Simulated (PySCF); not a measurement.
Some computed properties have been withheld. Give your best values.

Species: C₄H₆N₂.
Structure used (GFN2-xTB), in Å, numbered top down from 1:
```xyz
12
C4H6N2 angstrom
C      1.969    0.774   -0.122
C      0.971   -0.018   -0.492
C     -0.357   -0.030    0.138
N     -0.761    0.684    1.106
C     -1.349   -0.990   -0.419
N     -2.525   -1.143   -0.010
H      1.875    1.482    0.688
H      2.928    0.751   -0.611
H      1.106   -0.715   -1.310
H     -0.082    1.339    1.485
H     -1.019   -1.609   -1.249
H     -2.755   -0.524    0.770
```

```json
{"property": "point group of the GFN2-xTB geometry", "level": "GFN2-xTB", "value": "Cs"}
{"property": "rotational constants A, B, C of the GFN2-xTB geometry", "level": "GFN2-xTB", "value": "10.135, 2.290, 1.868 GHz"}
{"property": "dipole moment", "level": "wB97X-D/def2-SVPD", "value": "?"}
{"property": "HOMO energy", "level": "wB97X-D/def2-SVPD", "value": "?"}
{"property": "LUMO energy", "level": "wB97X-D/def2-SVPD", "value": "-0.74 eV"}
{"property": "lowest singlet excitation", "level": "TDDFT wB97X-D/def2-SVPD", "value": "?"}
{"property": "strongest line among the 8 lowest singlet transitions", "level": "TDDFT wB97X-D/def2-SVPD", "value": "S4 at 6.30 eV (197 nm, f = 0.269)"}
{"property": "lowest triplet excitation (Tamm–Dancoff)", "level": "TDA wB97X-D/def2-SVPD", "value": "3.11 eV"}
{"property": "static isotropic polarisability", "level": "wB97X-D/def2-SVPD", "value": "63.3 au"}
{"property": "electronic spatial extent ⟨r²⟩ about the centre of nuclear charge", "level": "wB97X-D/def2-SVPD", "value": "?"}
{"property": "13C chemical shifts (computed TMS as zero) by class", "level": "GIAO PBE0/pcSseg-1", "value": "?"}
{"property": "1H chemical shifts (computed TMS as zero) by class", "level": "GIAO PBE0/pcSseg-1", "value": "?"}
{"property": "isotropic shieldings of nuclei other than C and H, by class", "level": "GIAO PBE0/pcSseg-1", "value": "?"}
{"property": "largest of the computed one-bond spin–spin couplings (means over like bonds)", "level": "B3LYP/pcJ-1, spin–dipole term left out for some pairs", "value": "13C–1H +179.1 (C5–H11), 13C–1H +170.7 (C1–H8), 13C–1H +163.6 (C2–H9), 13C–1H +160.4 (C1–H7), 13C–13C +78.9 (C1–C2), 15N–1H -56.1 (N4–H10), 13C–13C +55.7 (C3–C5), 13C–13C +54.2 (C2–C3) Hz"}
```

Gas-phase values; electronic properties from PySCF, density fitting. One conformer (not necessarily the lowest) at the GFN2-xTB geometry, without solvent, vibrations or thermal averaging. GFN2-xTB frequencies show an imaginary mode (50i cm⁻¹), so this geometry is no minimum at that level.

Give the HOMO energy.

-9.59 eV.

Give the dipole moment.

4.07 D.

The 1H chemical shifts (computed TMS as zero) by class?

13.56 (H12), 11.81 (H10), 8.13 (H11), 6.50 (H9), 6.34 (H7), 6.14 (H8) ppm.

What are the 13C chemical shifts (computed TMS as zero) by class?

169.3 (C5), 162.2 (C3), 137.0 (C2), 132.2 (C1) ppm.

Give the lowest singlet excitation.

3.88 eV (319 nm, f = 0.000).

What is the electronic spatial extent ⟨r²⟩ about the centre of nuclear charge?

635 bohr².

Give the isotropic shieldings of nuclei other than C and H, by class.

-116 (N6), -66 (N4) ppm.

The polarisability is 9.39 Å³ as a volume (1 au = 0.148185 Å³), or 1.44 au for each of the 44 electrons. The rotational constants make it an asymmetric top with κ = (2B − A − C)/(A − C) = -0.90, nearer the prolate limit (−1). With B = h/(8π²I), that is 505.379 GHz u Å² over I, the principal moments of inertia are 49.9, 220.7 and 270.5 u Å² (most abundant isotopes).

For the NMR shielding job (PBE0/pcSseg-1), the run took 25 s of wall time (with the writing of density and orbital grids) on an Arm Neoverse N1 with one thread, no GPU (shared host), and the process peaked at 0.62 GiB of memory.
